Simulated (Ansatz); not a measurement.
Results of r²SCAN+rVV10 in Ansatz (plane waves, PAW) for rutile CrO2.

Numerical settings: plane-wave cutoff 560 eV, 12×12×18 k mesh (along the axes of the cell as run), Fermi–Dirac smearing 0.05 eV, spin-polarised with parallel moments, scalar-relativistic PAW data made under PBE.

Equation-of-state points:

| V (Å³/atom) | E − E_lowest (meV/atom) |
|---|---|
| 8.974 | 13.15 |
| 9.161 | 3.16 |
| 9.348 | 0.00 |
| 9.535 | 2.92 |
| 9.722 | 11.22 |

Task: Fit the third-order Birch–Murnaghan equation and give B0 and B′.

Result: V0 = 9.348 Å³/atom, B0 = 260 GPa, B′ = 4.9 (fit to the energies at full precision).

Shape and atoms are relaxed at each volume.

Measured, for comparison: bulk modulus 242 ± 2 GPa (temperature not stated, not corrected to a static lattice, equation of state from high-pressure X-ray diffraction; as tabulated in Datta et al. (2023), arXiv:2307.04584). Computed (rounded) less measured: bulk modulus +7 %. A static lattice is as a rule a little smaller and stiffer than an uncorrected measurement, which narrows the difference in the bulk modulus and would widen misses of the other sign.

Note: the bulk modulus comes from volumes at which shape and atoms were relaxed.

Static lattice: no zero-point or thermal effects.

Ansatz is a program for electronic structure.
